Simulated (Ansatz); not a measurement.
# H₃Ge–N, triplet in cc-pVDZ: errors against UCCSDT(Q)

Geometry: displaced at random from a stationary point.

```xyz
5

Ge   -0.2517   -0.0012   -0.0003
N     1.4778    0.0216    0.0054
H    -0.8322    1.4304    0.0062
H    -0.7285   -0.8151    1.2859
H    -0.8395   -0.8316   -1.3446
```

Basis cc-pVDZ; Ansatz 0.2.0. Correlated methods freeze the noble-gas cores and the filled d shells of p-block atoms, which leaves 12 electrons in 41 orbitals. R marks a restricted (for open shells ROHF) determinant, U an unrestricted one. No spin–orbit coupling is included, and no scalar relativity.

Full CI isn't at hand for all of this; UCCSDT(Q) serves as the reference, and is uncertain by about the last step of the cluster series. The frozen core follows each run's orbitals, which can shift R against U totals by a few meV for light atoms and by up to 0.1 eV past Ca.

```
UHF ⟨S²⟩                          : 2.018
T1 diagnostic (RCCSD)             : 0.0245
largest doubles amplitude (RCCSD) : 0.045
T1 diagnostic (UCCSD)             : 0.0182
```

```
   level  E − E(UCCSDT(Q)) (kJ/mol)  share of correlation (%)  wall time
     UHF                      638.9                      2.70          –
    UMP2                      125.2                     80.93          –
   UCCSD                       16.8                     97.44          –
UCCSD(T)                        3.7                     99.44      5.5 s
  UCCSDT                        0.8                     99.88          –
```

The correlation energy at UCCSDT(Q), counted from RHF, is -6.806 eV. That run took 57 s on 1 thread of Arm Neoverse V2, shared host.

Run but not shown, since their state or frozen core can't be matched to the reference's or they repeat it: RHF, RMP2, RCCSD, RCCSD(T), BCCD(T), RCCSDT, RCCSDT(Q).

Times hold each run's SCF and search for its determinant on a shared host, so for small cases they say little of a method's own cost; they ran on 1 thread of Arm Neoverse V2.
